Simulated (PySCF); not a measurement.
# Oxygen: a sound run and one with changed settings

Sound run: O [He] 2s2 2p4, O+ [He] 2s2 2p3. All numbers are calculated (PySCF 2.14, the non-relativistic Hamiltonian (point nucleus), in 6-31G* (3s2p1d, 14 functions)). The sound run starts from symmetry-adapted Hartree-Fock orbitals and uses a fine grid where one is needed.

Changed run: radial step 0.3 in ln r (0.13 in the sound run). This setting is unsound on purpose.

```tsv
species	method	sound run (hartree)	changed run (hartree)	converged
O	UHF	-74.78318	-74.78318	yes
O	r2SCAN	-75.02240	-75.02136	yes
O	LDA	-74.48571	-74.48567	yes
O+	UHF	-74.34108	-74.34108	yes
O+	r2SCAN	-74.52150	-74.51962	yes
O+	LDA	-73.97786	-73.97782	yes
```

Ionisation energy of O:

```json
{"method": "UHF", "sound run (eV)": "12.030", "changed run (eV)": "12.030"}
{"method": "r2SCAN", "sound run (eV)": "13.630", "changed run (eV)": "13.653"}
{"method": "LDA", "sound run (eV)": "13.819", "changed run (eV)": "13.819"}
```

A coarse radial grid mis-integrates the density and the exchange-correlation energy, with errors of either sign; Hartree-Fock needs no grid.

For comparison, NIST gives 13.618 eV between the lowest levels.
